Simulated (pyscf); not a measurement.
`[OH][SiH2][GaH][Cl]` + `[H][H]` → `[Cl][GaH2]` + `[OH][SiH3]`, a four-centre exchange (singlet surface; Ga–Si, H–H broken, Ga–H, H–Si formed). Optimised with ωB97X-D3(BJ)/def2-SVP in PySCF. Energies in kcal/mol from the separated reactants.

Small-basis levels: PySCF, no dispersion term, spherical d functions. AM1 to PM7: differences of heats of formation from MOPAC, which are fitted to 298 K values and so differ in kind from electronic energies by zero-point and thermal terms. Cost: rough CPU time at the saddle relative to B3LYP/6-31G*+LANL2DZ, from one job on a shared machine.

```tsv
level	barrier	reaction energy	cost
HF/STO-3G	___	-3.4	0.09
BP86/6-31G*+LANL2DZ	31.4	+0.1	1
PBE/6-31G*+LANL2DZ	30.4	+1.4	2
B3LYP/3-21G	7.4	+3.4	0.9
B3LYP/6-31G*+LANL2DZ	33.4	-2.7	1
B3LYP/6-311+G**+LANL2DZ	32.6	-4.8	2
B3LYP/def2-SVP	34.1	-3.8	2
AM1	___	+14.3	under 0.02
PM6	101.7	+67.7	under 0.02
ωB97M-D3(BJ)/def2-TZVP	___	-3.1	–
```

Question: Some entries are withheld; supply them.

Answer: 
- HF/STO-3G, barrier: 51.8
- AM1, barrier: 27.2
- ωB97M-D3(BJ)/def2-TZVP, barrier: 38.1

Against the last row the barrier runs from -30.8 (B3LYP/3-21G) to +63.6 kcal/mol (PM6). ωB97M-D3(BJ)/def2-TZVP has limits of its own. On the product side the descent ends in an adduct with a Ga–O contact (not fully relaxed), 18.2 kcal/mol under the separated species and 57.8 kcal/mol under the saddle at ωB97X-D3(BJ)/def2-TZVP. At ωB97X-D3(BJ)/def2-TZVP the barrier from the zero used here is 41.2 kcal/mol. One saddle was located; it need not be the lowest between these sides. In the def2 sets elements up to Kr have no core potential.
